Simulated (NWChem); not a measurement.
CH$_{5}$N cation, doublet; SMILES of the neutral closed-shell parent NC

```xyz
7

C      0.0221     0.7012    -0.0003
N      0.0004    -0.7013    -0.0001
H     -0.5848     1.0941    -0.8656
H      1.0462     1.1119    -0.0032
H     -0.5786     1.0940     0.8697
H     -0.8913    -1.2278     0.0001
H      0.8665    -1.2685     0.0002
```
Atoms are numbered in this order, from 1.

All runs: NWChem. Spin-unrestricted. All runs use the structure optimised with PBE-D3(BJ)/def2-SVP, spin-unrestricted. The spin multiplicity was typed, not searched, and may not be the lowest. No stability test was run on the SCF state. Level: PBE0/def2-SVP with COSMO at NWChem's default radii, gas-phase geometry; the question gives the dielectric constant. Reactions with the solvent are ignored.

**Question.** What does the run give for dielectric constant 4.8? Quantities: electrostatic solvation energy (kcal/mol).

**Answer.** The electrostatic solvation energy (kcal/mol) comes out as -57.7.
